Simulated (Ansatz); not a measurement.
Energy needed to pull apart CHOS (SMILES O=[C]S), doublet, into free ground-state atoms, from the structure below (displaced at random from its PBE0-D4/def2-TZVP minimum); no zero-point or spin–orbit terms; open-shell atoms are treated unrestricted, in their ground-state multiplicity.

```xyz
4
angstrom
O -0.7982 -0.0703 1.5247
C -0.4018 0.1958 0.5573
S 0.5340 -0.6531 -0.6710
H 0.3962 0.3042 -1.4822
```

Ansatz 0.2.0; basis: def2-TZVPP; cores frozen in the correlated methods; orbitals are unrestricted.

| method | atomization energy (kcal/mol) |
| --- | --- |
| PBE-D4 | ? |
| r2SCAN-D4 | 345.5 |
| PBE0-D4 | 343.5 |
| wB97M-V | 341.4 |
| HF | 211.6 |
| MP2 | 337.1 |
| CCSD | ? |
| CCSD(T) | 322.8 |

What does PBE-D4 give? (To be estimated.)

By the calculation: 360.0 kcal/mol, which is about 37.2 kcal/mol more than CCSD(T)/def2-TZVPP.

What does CCSD give? (Judge from chemistry; the value comes from the calculation.)

By the calculation: 313.0 kcal/mol, which is about 9.8 kcal/mol less than CCSD(T)/def2-TZVPP.

In triple zeta the MP2 and coupled-cluster atomization energies are still short of their basis limit by a few kcal/mol a bond, whereas those of the functionals are nearly converged, so these differences are not deviations from converged CCSD(T).

No T1 diagnostic of these runs exceeds 0.019. ⟨S²⟩ of the unrestricted Hartree–Fock references: 0.77 (a pure state has 0.75).

For scale, one of the runs: CCSD(T)/def2-TZVPP forces, 118 basis functions (an equivalent command: `ansatz run in.yaml --threads 2`). Time: 110 s of wall clock on 2 CPU threads; the host was shared. Peak host memory: 1.8 GiB.
